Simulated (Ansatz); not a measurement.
System: zinc-blende MgS (metastable phase). Method: r²SCAN+rVV10 (plane waves, PAW; Ansatz, a first-principles code).

Run with plane-wave cutoff 560 eV, 10×10×10 k mesh, Fermi–Dirac smearing 0.01 eV, scalar-relativistic PAW data made under PBE.

Energies at three volumes about the minimum:

```tsv
V (Å³/atom)	E − E_lowest (meV/atom)
22.057	1.79
22.507	0.00
22.957	1.65
```

Fit a parabola by hand: where is the minimum, what lattice constant follows, and what is the bulk modulus?

Slopes: (0.00 − 1.79)/(22.507 − 22.057) = -3.978 and (1.65 − 0.00)/(22.957 − 22.507) = 3.667 meV/Å³. Curvature E″ = 2 × (3.667 − (-3.978))/(22.957 − 22.057) = 16.989 meV/Å⁶. From the middle of the first interval, the slope vanishes at V0 = 22.2820 − (-3.978)/16.989 = 22.516 Å³/atom. B = V0 E″ = 22.516 × 16.989 meV/Å³ × 0.1602 GPa per meV/Å³ = 61.3 GPa. With 8 atoms in the cube, a = (8 × 22.516)^(1/3) = 5.648 Å. The full Birch–Murnaghan fit to all volumes gives V0 = 22.509 Å³/atom and B0 = 61.1 GPa.
